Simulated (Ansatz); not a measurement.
# UPBE0/STO-3G run of BNH2Cl (SMILES N[B]Cl)

What is the energy change on altering one bond length of BNH2Cl at UPBE0/STO-3G? 

Program for the calculation: Ansatz 0.2.0.

76 further runs of the same task are left out: 76 set aside as unsound or not needed.

## (1) The system as given

BNH2Cl has 5 atoms, charge 0, and is taken as a doublet. As SMILES, `N[B]Cl`. Geometry: relaxed at PBE0-D4/def2-TZVP. This is one conformer, not always the lowest.

Bond lengths: N1–B2 1.376 Å, B2–Cl3 1.746 Å, N1–H4 1.005 Å, N1–H5 1.010 Å. Angles: N1–B2–Cl3 124.3°, B2–N1–H4 122.3°, B2–N1–H5 123.4°, H4–N1–H5 114.3°.

## (2) The energy at UPBE0/STO-3G

The input, in.yaml:

```yaml
crystal:
  periodic: [false, false, false]
  atoms:
    - {symbol: N, position_ang: [-0.334000, 0.412100, -0.256700]}
    - {symbol: B, position_ang: [-0.098400, -0.544600, 0.704400]}
    - {symbol: Cl, position_ang: [1.343200, -1.526200, 0.784600]}
    - {symbol: H, position_ang: [-1.176700, 0.959900, -0.273100]}
    - {symbol: H, position_ang: [0.315800, 0.625100, -1.000600]}
basis:
  gaussian:
    orbitals: STO-3G
magnetization:
  spin_polarized: true
  initial_magnetization: 1
hamiltonian:
  xc: {name: PBE0}
accuracy: high
```

Run with:

```
$ ansatz run in.yaml --threads 1 --pin off --max-ram 2610MiB --events-out events.jsonl --progress --plain --runs-dir runs
```

Output:

```text
Warning: RAYON_NUM_THREADS=1 ignored (pool sized by the plan → 1); use --threads N
Functional definition: PBE0
  name "PBE0"
  parameter a = 0.25
  parameter kappa = 0.804
  parameter beta = 0.06672455060314922
  exchange = (1 - a)*pbe_x(kappa = kappa, mu = beta*pi^2/3) + a*exact_x
  correlation = pbe_c(beta = beta)
372 factors; integrals over basis functions are off by at most 2.5e-8 eV
mean field evaluation 1: about -14549.8575 eV, gradient 9.0e0 eV
mean field evaluation 2: about -14550.1233 eV, gradient 8.5e0 eV
mean field evaluation 4: about -14550.5629 eV, gradient 4.8e-1 eV
mean field evaluation 8: about -14550.5524 eV, gradient 9.5e-3 eV
mean field evaluation 16: about -14550.5524 eV, gradient 7.4e-8 eV
mean field -14550.55240839 eV, -534.7229382895 hartree, gradient 7.8e-8 eV, S^2 0.754932; 0 other end points of the search recorded, 0 dependent functions left out
reference -14550.55240982 eV, -534.7229383422 hartree; 16, 15 occupied and 5, 6 virtual orbitals, 372 factors
Total energy: -14550.55240982 eV, -534.7229383422 hartree
```

Wall time 1.8 s (1 thread of Arm Neoverse V1, shared host); peak memory 0.13 GiB.

## (3) The distorted shape at the same level

The input, input.yaml:

```yaml
crystal:
  periodic: [false, false, false]
  atoms:
    - symbol: "N"
      position_ang: [-0.496479, 0.358840, -0.070691]
    - symbol: B
      position_ang: [-0.260879, -0.597860, 0.890409]
    - symbol: Cl
      position_ang: [1.180721, -1.579460, 0.970609]
    - symbol: H
      position_ang: [-1.339179, 0.906640, -0.087091]
    - symbol: H
      position_ang: [0.315800, 0.625100, -1.000600]
basis:
  gaussian:
    orbitals: STO-3G
magnetization:
  spin_polarized: true
  initial_magnetization: 1
hamiltonian:
  xc: {name: PBE0}
accuracy: high
```

Run with:

```
$ ansatz run input.yaml --threads 1 --pin off --max-ram 2610MiB --events-out events.jsonl --progress --plain --runs-dir runs
```

Output, shortened:

```text
Warning: RAYON_NUM_THREADS=1 ignored (pool sized by the plan → 1); use --threads N
[... 7 set-up lines as earlier in the session ...]
372 factors; integrals over basis functions are off by at most 3.0e-8 eV
mean field evaluation 1: about -14549.0097 eV, gradient 9.3e0 eV
mean field evaluation 2: about -14549.1434 eV, gradient 1.1e1 eV
mean field evaluation 4: about -14549.7813 eV, gradient 5.4e-1 eV
mean field evaluation 8: about -14549.7572 eV, gradient 1.7e-2 eV
mean field evaluation 16: about -14549.7572 eV, gradient 8.6e-7 eV
mean field -14549.75723000 eV, -534.6937160227 hartree, gradient 1.4e-8 eV, S^2 0.757330; 0 other end points of the search recorded, 0 dependent functions left out
reference -14549.75723145 eV, -534.6937160760 hartree; 16, 15 occupied and 5, 6 virtual orbitals, 372 factors
Total energy: -14549.75723145 eV, -534.6937160760 hartree
```

It took 2 s on 1 thread of Arm Neoverse V1, shared host; peak memory 0.13 GiB.

## (4) Outcome

Level: UPBE0/STO-3G.

| quantity | value |
| --- | --- |
| first shape: total energy | -534.72294 Eh |
| first shape: ⟨S²⟩ | 0.755 |
| distorted shape: total energy | -534.69372 Eh |
| distorted shape: ⟨S²⟩ | 0.757 |
| energy change with the N1–H5 bond stretched from 1.010 to 1.263 Å | 0.795 eV |

**Reading.** With the N1–H5 bond stretched from 1.010 to 1.263 Å the energy rises by 0.80 eV (18.3 kcal/mol). The first shape isn't relaxed at this level, so the change isn't measured from a minimum. The minimal basis adds a large error of its own.
